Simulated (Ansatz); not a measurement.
# SiHCl2 (SMILES Cl[SiH]Cl): the vertical ionisation energy, rung by rung

SiHCl2 has 4 atoms, charge 0, and is taken as a doublet. SMILES: `Cl[SiH]Cl`. The coordinates come from a PBE0-D4/def2-TZVP relaxation.

Each level gives the vertical ionisation energy (to the singlet cation) (eV). The values are calculated.

```json
{"level": "USVWN5/STO-3G", "kind": "LDA", "program": "Ansatz", "value (eV)": "7.16", "less FCI/STO-3G": "+0.46"}
{"level": "U-revPBE/STO-3G", "kind": "GGA", "program": "Ansatz", "value (eV)": "7.28", "less FCI/STO-3G": "+0.58"}
{"level": "U-r2SCAN0/STO-3G", "kind": "hybrid meta-GGA", "program": "Ansatz", "value (eV)": "7.86", "less FCI/STO-3G": "+1.16"}
{"level": "UB2PLYP/STO-3G", "kind": "double hybrid", "program": "Ansatz", "value (eV)": "7.34", "less FCI/STO-3G": "+0.64"}
{"level": "UMP2/STO-3G", "kind": "perturbation theory", "program": "Ansatz", "value (eV)": "6.96", "less FCI/STO-3G": "+0.26"}
{"level": "UCCSD/STO-3G", "kind": "coupled cluster or CI", "program": "Ansatz", "value (eV)": "6.81", "less FCI/STO-3G": "+0.11"}
{"level": "UCCSDTQ/STO-3G", "kind": "coupled cluster or CI", "program": "Ansatz", "value (eV)": "6.70", "less FCI/STO-3G": "0.00"}
{"level": "FCI/STO-3G", "kind": "exact in the basis", "program": "Ansatz", "value (eV)": "6.70", "less FCI/STO-3G": "0.00"}
```

FCI/STO-3G is exact within its basis and frozen core, so for wave-function methods in that basis the difference is their error; functionals converge differently with the basis, so for them it is only a difference. The values span 6.70 to 7.86 eV. All rows use very small basis sets, so none should be taken for the real molecule's value.
